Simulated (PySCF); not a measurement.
fluorine (F₂), SMILES FF. Atoms are numbered in the order given.

```xyz
2

F      0.0000     0.0000    -0.6991
F      0.0000     0.0000     0.6991
```

Coordinates come from a r2SCAN-D4/def2-TZVPD optimisation.

The numbers are results of TDDFT-PBE/def2-TZVPD (PySCF), not measurements.

Vertical excitations; the highest root listed may be one member of a degenerate set.  State labels are in the subgroup D2h.

```
state  symmetry  energy (eV)  λ (nm)      f                                             main pairs
-----  --------  -----------  ------  -----  -----------------------------------------------------
S1          B2u         4.42     280  0.000                             HOMO→LUMO (degenerate set)
S2          B3u         4.42     280  0.000                           HOMO−1→LUMO (degenerate set)
S3          B3g         7.89     157  0.000                           HOMO−3→LUMO (degenerate set)
S4          B2g         7.89     157  0.000                           HOMO−2→LUMO (degenerate set)
S5          B3g        10.96     113  0.000                           HOMO→LUMO+1 (degenerate set)
S6          B2g        10.96     113  0.000                         HOMO−1→LUMO+1 (degenerate set)
S7          B2u        11.02     113  0.018                           HOMO→LUMO+2 (degenerate set)
S8          B3u        11.02     113  0.018                         HOMO−1→LUMO+2 (degenerate set)
S9          B1u        11.60     107  0.108  HOMO→LUMO+3 45 %, HOMO−1→LUMO+4 45 %, HOMO−4→LUMO 9 %
S10          Au        11.62     107  0.000                   HOMO−1→LUMO+3 50 %, HOMO→LUMO+4 50 %
T1          B2u         2.98     417      0                             HOMO→LUMO (degenerate set)
T2          B3u         2.98     417      0                           HOMO−1→LUMO (degenerate set)
T3          B3g         6.54     190      0                           HOMO−3→LUMO (degenerate set)
T4          B2g         6.54     190      0                           HOMO−2→LUMO (degenerate set)
```
Triplets are in the Tamm–Dancoff approximation, which puts them higher than full response would, so one can lie above its singlet here.
